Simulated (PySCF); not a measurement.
CH3S, SMILES C[S] (connectivity only; charge and spin as stated), charge -1, multiplicity 1.

Geometry optimised at PBE0-D3(BJ)/def2-TZVPD. The spin state was assumed, not searched. The isomer is the one that the SMILES or the coordinates give; other isomers of the formula were not compared.

Level of theory: SMD-B3LYP/def2-SVPD (PySCF).

Solvation free energies are E(SMD) − E(gas) at the gas-phase geometry, for 1 M in both phases.

**Question.** Rank water, 1-octanol, n-hexane by solvation free energy, most negative first.

**Answer.** water (-59.3 kcal/mol), 1-octanol (-55.8 kcal/mol), n-hexane (-29.7 kcal/mol)
